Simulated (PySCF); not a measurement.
PySCF input:

```python
from pyscf import gto, scf, dft

mol = gto.M(
    atom='''
    C     0.05421122    0.70484056    0.00025981
    N     0.04393301   -0.75753911    0.00046505
    H    -0.93688026    1.17928349   -0.00704903
    H    -0.44952413   -1.11274988    0.81056760
    H    -0.43767370   -1.11306154   -0.81660260
    H     0.58924350    1.06029739    0.88241211
    H     0.60203622    1.05996094   -0.87414231
    ''',
    basis='def2-tzvpd',
    charge=0,
    spin=0,
    verbose=4,
)

mf = dft.RKS(mol, xc='pw6b95').density_fit(auxbasis='def2-universal-jkfit')
mf.grids.level = 3
mf.conv_tol = 1e-9
mf.max_cycle = 100
mf.max_memory = 1500
mf.kernel()
if not mf.converged:
    mf = mf.newton()
    mf.kernel(mf.make_rdm1())
mf.analyze()
```

Which total energy does the run end on?

-96.00979 Eh (PW6B95/def2-TZVPD).
